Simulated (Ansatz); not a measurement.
**Al₂H (doublet): RPA-PBE over a scan of the distance Al1–H3, 6-31G**

Aim: run Al₂H (doublet) with these functionals over a scan of the distance Al1–H3, and hold them against the top wave-function level at the same points.

Program: Ansatz 0.2.0, Gaussian basis. Level of theory: 6-31G, all electrons in the functionals, frozen cores in the correlation of double hybrids and RPA. These are calculated values, not measurements.

The runs, in order: RPA-PBE, at 1.311 Å; 1.478 Å; 1.619 Å; 1.737 Å; 1.995 Å; 2.271 Å; 2.548 Å; 2.950 Å; 3.588 Å; 4.328 Å; 5.455 Å.

### 1 The system

The geometry derives from a PBE0/def2-TZVP stationary point (not a proven minimum). One bond is set to the value named and the two fragments are kept rigid.

3 atoms, charge 0, spin multiplicity 2.

Atoms are counted from 1 here; the program's logs count them from 0.

Bond lengths: Al1–Al2 2.677 Å, Al1–H3 1.619 Å. Angles: Al2–Al1–H3 180.0°.

No dispersion term is added.

The geometry shown and the zero of energy belong to the point 1.619 Å. The yardstick, FCI, and other wave-function levels (R restricted, U unrestricted, valence and pair active spaces) come from earlier runs.

### 2 RPA-PBE, 1.311 Å

in.yaml reads:

```yaml
crystal:
  periodic: [false, false, false]
  atoms:
    - {symbol: Al, position_ang: [0.000000, 0.000000, 0.455313]}
    - {symbol: Al, position_ang: [0.000000, 0.000000, -2.221625]}
    - {symbol: H, position_ang: [0.000000, 0.000000, 1.766313]}
basis:
  gaussian: {orbitals: 6-31G}
magnetization: {spin_polarized: true, initial_magnetization: 1}
hamiltonian: {xc: {name: PBE}}
correlation: {method: rpa, electrons: outside_noble_gas}
```

Started as:

```
$ ansatz run in.yaml --threads 1 --pin off --events-out ev --progress --plain --max-ram 2393MiB
```

After this run come: RPA-PBE, 1.478 Å; RPA-PBE, 1.619 Å; RPA-PBE, 1.737 Å; RPA-PBE, 1.995 Å; RPA-PBE, 2.271 Å; RPA-PBE, 2.548 Å; RPA-PBE, 2.950 Å; RPA-PBE, 3.588 Å; RPA-PBE, 4.328 Å; RPA-PBE, 5.455 Å.

Q: Predict the results of all the runs planned. Wanted: span of the FCI curve; largest miss, RPA-PBE.

As calculated:

| quantity | value |
| --- | --- |
| span of the FCI curve | 2.118 eV |
| largest miss, RPA-PBE | +0.090 eV (2.950 Å) |

In words: RPA-PBE strays by up to 0.090 eV, at 2.950 Å. RPA-PBE breaks the spin symmetry at some points (⟨S²⟩ up to 1.00 above the pure value), so energy there is bought with a mixed spin. Functionals and the yardstick converge differently with the basis, so part of each miss in 6-31G is the basis.
